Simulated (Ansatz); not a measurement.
```yaml
crystal:
  periodic: [false, false, false]
  atoms:
    - {symbol: Al, position_ang: [-1.211763, 0.916696, -0.996163]}
    - {symbol: Si, position_ang: [0.643546, 0.023785, 0.345493]}
    - {symbol: S, position_ang: [0.204985, -2.042578, 0.740512]}
    - {symbol: H, position_ang: [-2.432425, -0.009854, -1.406386]}
    - {symbol: H, position_ang: [-1.181107, 2.437318, -1.453171]}
    - {symbol: H, position_ang: [0.805256, 0.769651, 1.628322]}
    - {symbol: H, position_ang: [1.948537, 0.144992, -0.368918]}
    - {symbol: H, position_ang: [1.315171, -2.297109, 1.454613]}
basis:
  gaussian: {orbitals: def2-TZVPP, nuclear_model: gaussian}
total_charge: 1
magnetization: {spin_polarized: true, initial_magnetization: 1}
hamiltonian: {xc: {name: HF}}
correlation: {active_space: {window: {electrons: 3, orbitals: 2}}}
scf: {lower_state_search: full}
output: {forces: true}
```

```sh
$ ansatz run in.yaml --threads 2 --pin off --events-out ev --progress --plain --max-ram 4352MiB
```

Question: How does Ansatz answer? (Estimate.)

Answer: The calculation gave: The program refused the input.
```
Error: invalid value for `correlation.active_space`: it starts from restricted Hartree–Fock orbitals; set hamiltonian.xc: hf without magnetization.spin_polarized
```
